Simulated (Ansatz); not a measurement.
The input, for Ansatz 0.2.0:

```yaml
crystal:
  periodic: [false, false, false]
  atoms:
    - {symbol: B, position_ang: [0.000000, -0.588771, 1.527430]}
    - {symbol: S, position_ang: [0.000000, 0.408039, 0.077250]}
    - {symbol: O, position_ang: [0.000000, -0.419926, -1.186924]}
basis:
  gaussian: {orbitals: cc-pVDZ}
magnetization: {spin_polarized: true, initial_magnetization: 4}
hamiltonian: {xc: hf}
output: {orbitals: {seedname: orbitals}}
```

```sh
$ ansatz run in.yaml --threads 1 --pin off --events-out ev --progress --plain --max-ram 2393MiB
```

**Question.** How does this run end?

**Answer.** Refused. The input was made wrong on purpose (multiplicity of wrong parity), so the run isn't a sound calculation of what was asked.
```
Error: a molecule whose nuclei and cores have a total charge of 29 cannot have a net charge of 0 together with 4 unpaired electrons
```
